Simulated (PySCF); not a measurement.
Molecule: `InChI=1S/C2H6Si/c1-2-3-1/h1-3H2`.

Geometry (Å), atoms numbered from 1 in this order:
```xyz
9

C    -0.625    0.709    0.181
C    -0.527   -0.743   -0.314
Si    1.110    0.036    0.112
H    -1.091    0.863    1.160
H    -0.934    1.462   -0.552
H    -0.765   -0.920   -1.369
H    -0.937   -1.518    0.342
H     1.790   -0.344    1.376
H     2.007    0.468   -0.988
```

Geometry PBE0-D3(BJ)/def2-SVP throughout; GIAO in PySCF 2.14.0 with density-fitted response routines, gas phase, one conformer, non-relativistic; equivalent atoms averaged; functional PBE0.

**Question.** How do the absolute shieldings σ depend on the basis set? (ppm; last column core-seconds on 1 thread of an Arm Neoverse N1, shared host)

**Answer.** 
| basis set | functions | C1/C2 | Si3 | H8/H9 | H4/H5/H6/H7 | core-s |
| --- | --- | --- | --- | --- | --- | --- |
| pcSseg-0 | 43 | 202.7 | 519.4 | 30.37 | 32.13 | 3.9 |
| 6-31G* | 58 | 201.7 | 534.0 | 29.22 | 31.36 | 5.6 |
| cc-pVDZ | 76 | 204.6 | 550.0 | 28.79 | 30.84 | 7.2 |
| def2-SVP | 76 | 202.7 | 538.6 | 28.75 | 30.98 | 6.2 |
| pcSseg-1 | 88 | 194.1 | 499.8 | 28.73 | 30.77 | 6.6 |
| 6-311+G(2d,p) | 125 | 196.4 | 493.0 | 28.70 | 31.06 | 12 |
| aug-cc-pVDZ | 127 | 204.5 | 557.7 | 28.72 | 30.96 | 12 |
| def2-TZVP | 135 | 196.7 | 484.1 | 28.65 | 31.02 | 14 |
| IGLO-III | 174 | 194.2 | 493.2 | 28.67 | 30.90 | 18 |
| cc-pVTZ | 178 | 197.0 | 504.2 | 28.66 | 30.84 | 19 |

**Question.** Which nucleus moves most, in ppm?

**Answer.** Si3 (silicon bonded to 2 C, 2 H, in a 3-membered ring): from 484.1 ppm with def2-TZVP to 557.7 ppm with aug-cc-pVDZ. The smallest spread is 1.37 ppm, at H4/H5/H6/H7. Proton shifts span only some 12 ppm, so a few tenths of a ppm matter as much there as several ppm in carbon.

**Question.** Taking the largest basis, cc-pVTZ (178 functions), as the yardstick, rank the others by their worst heavy-atom deviation.

**Answer.** pcSseg-1 4.4 ppm (88 functions), IGLO-III 10.9 ppm (174 functions), 6-311+G(2d,p) 11.2 ppm (125 functions), pcSseg-0 15.2 ppm (43 functions), def2-TZVP 20.1 ppm (135 functions), 6-31G* 29.9 ppm (58 functions), def2-SVP 34.5 ppm (76 functions), cc-pVDZ 45.9 ppm (76 functions), aug-cc-pVDZ 53.6 ppm (127 functions).

A small basis that lands close on one nucleus may do so by chance; judge by the trend and by all nuclei.
